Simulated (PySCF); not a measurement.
## Name the molecule from its bond curve

A diatomic of charge 0 contains P. Its triplet curve at UHF-CCSD in a double-zeta basis (no relativity, PySCF), in eV from the separated fragments:

| R (Å) | E (eV) |
| --- | --- |
| 2.106 | -1.079 |
| 2.200 | -1.211 |
| 2.270 | -1.264 |
| 2.340 | -1.288 |
| 2.410 | -1.288 |
| 2.504 | -1.259 |
| 2.621 | -1.190 |
| 2.761 | -1.078 |

The fit gives ωe = 452 cm⁻¹ and the rotational constant Bₑ = 0.5231 cm⁻¹.

Task: Which atom is the partner?

Result: The minimum lies at 2.374 Å, so the reduced mass is 16.8576 u Å² cm⁻¹/(Bₑ·Re²) = 5.718 u. With P at 30.97 u the partner weighs about 7.0 u: Li. The molecule is LiP.

Correlated steps freeze 5 core orbitals. The state was picked by a PBE0 search and need not be the measured ground state.
